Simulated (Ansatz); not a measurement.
Geometry optimisation, Ansatz, RKS r2SCAN/def2-SVP.

input.yaml

```yaml
crystal:
  periodic: [false, false, false]
  atoms:
    - { symbol: B, position_ang: [-0.03573, 0.374643, -0.516639] }
    - { symbol: "N", position_ang: [-2.5e-05, 0.072896, 2.192521] }
    - { symbol: H, position_ang: [-0.813033, -0.214249, 2.734623] }
    - { symbol: H, position_ang: [0.807718, 0.116577, 2.810751] }
    - { symbol: H, position_ang: [1.043372, -0.038694, -0.859558] }
    - { symbol: H, position_ang: [-1.042064, -0.237686, -0.769705] }
    - { symbol: H, position_ang: [-0.123857, 1.457401, -0.007406] }
    - { symbol: H, position_ang: [-0.17618, 1.024614, 1.815814] }
basis:
  gaussian: { orbitals: def2-SVP }
hamiltonian:
  xc: r2scan
relax:
  f_tol: 0.03
  max_steps: 50
```

Run as:

```bash
$ ansatz run input.yaml --threads 1 --pin off --max-ram 2048MiB --backend cpu --events-out ev --progress --plain --runs-dir out
```

Problem. Where does it end, and by what steps?

Solution. It converged. After 8 steps the energy has fallen by 1.408 eV; H3 moved furthest, 0.93 Å. Joined: B1–N2 (2.73 → 1.64 Å).

```tsv
step	energy less start (eV)	largest force component (eV/Å)	accepted
0	0.0000	0.873	yes
1	-0.2019	1.303	yes
2	-0.5241	2.005	yes
3	-0.9796	2.140	yes
4	-1.0934	3.405	yes
5	-1.3261	0.606	yes
6	-1.3824	0.446	yes
7	-1.4070	0.031	yes
8	-1.4083	0.004	yes
```

```xyz
8
Properties=species:S:1:pos:R:3
B -0.036 0.351 0.084
N -0.049 0.289 1.727
H -0.328 -0.635 2.063
H 0.875 0.491 2.115
H 0.789 -0.484 -0.262
H -1.178 0.076 -0.257
H 0.290 1.498 -0.191
H -0.702 0.969 2.121
```

Whether the end is a true minimum wasn't checked by a vibrational analysis.

Time of the run: 20 s on 1 thread of Arm Neoverse V1, with other jobs on the host, peak memory 0.11 GiB.
